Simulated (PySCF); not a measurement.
These are PBE-D3(BJ)/def2-TZVP in PySCF 2.14.0 values and carry that method's errors. Gas-phase values, no solvent. Excitations are Tamm–Dancoff values on a coarser integration grid. The basis has no diffuse functions, so Rydberg states are missing or too high.

Reference species (SMILES): `[Al]([SiH3])([Cl])[Cl]` (neutral, multiplicity 1).

| Property | Result |
|---|---|
| T1 excitation (TDA) | 4.11 eV |
| LUMO | -2.63 eV |
| HOMO | -7.21 eV |

Changed species: `[Cl][Al]([Cl])[Cl]` (0 of 3 Cl replaced by SiH3; the reference has 1 of 3 Cl replaced by SiH3).

What does the change do to the T1 excitation (TDA), LUMO and HOMO?

the T1 excitation (TDA) rises by 1.49 eV, to 5.60 eV; the LUMO rises by 0.40 eV, to -2.23 eV; the HOMO falls by 0.75 eV, to -7.96 eV.
